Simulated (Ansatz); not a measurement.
Frontier orbitals of `C#CS(C)(=O)=O`.

| atom | x (Å) | y (Å) | z (Å) |
| --- | --- | --- | --- |
| C1 | -1.616 | -1.346 | 1.182 |
| C2 | -0.912 | -0.858 | 0.342 |
| S3 | 0.087 | -0.176 | -0.883 |
| C4 | 0.980 | 1.041 | 0.026 |
| O5 | -0.769 | 0.482 | -1.820 |
| O6 | 0.997 | -1.192 | -1.312 |
| H7 | -2.246 | -1.786 | 1.921 |
| H8 | 0.278 | 1.765 | 0.437 |
| H9 | 1.642 | 1.520 | -0.698 |
| H10 | 1.559 | 0.550 | 0.806 |

The species carries charge 0 and has multiplicity 1. The geometry is a stationary point of PBE0-D4/def2-TZVP. Basis def2-TZVPP, Ansatz.

Orbital energies of one run (eV). Highest occupied ones, from the top: -7.15, -7.53, -7.65, -7.90, -8.55, -8.60, -10.63, -10.93, -11.70, -11.94, -13.08, -13.84, -16.65, -19.09. Empty: -1.74, -1.32, 0.16, 0.62, 1.15, 1.38.

(1) Which functional gave them?
A. r2SCAN0
B. BLYP
C. ωB97X-V
D. LDA (SPW92)

## Answers

(1) B. HOMO energies: BLYP -7.15, ωB97X-V -11.10, LDA (SPW92) -7.51, r2SCAN0 -8.93 eV.
